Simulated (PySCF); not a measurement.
# MgH₂: adding exact exchange

Base calculation in PySCF with density fitting and no spin–orbit coupling, PBE/def2-TZVP (no relativity): singlet, D∞h, Mg–H 1.715 Å (×2); wavenumbers 441 (×2), 1563, 1596 cm⁻¹; gap between the highest occupied and lowest empty levels 4.87 eV, polar-tensor charge of Mg 0.87 e, atomisation energy (no zero-point energy) 418 kJ/mol.

**Question.** What changes on going to PBE0/def2-TZVP (no relativity)?

**Answer.** The point group stays the same. Changes: mean bond to Mg -0.009 Å, highest wavenumber +40 cm⁻¹, lowest wavenumber +11 cm⁻¹, gap between the highest occupied and lowest empty levels +1.81 eV, polar-tensor charge of Mg +0.05 e, atomisation energy (no zero-point energy) +2 kJ/mol. The new structure has Mg–H 1.706 Å (×2), with wavenumbers 452 (×2), 1606, 1636 cm⁻¹. Exact exchange shortens and stiffens the bonds and opens the gap, the usual pattern.

The structures come from searches over a few start shapes, so lower isomers are not excluded.
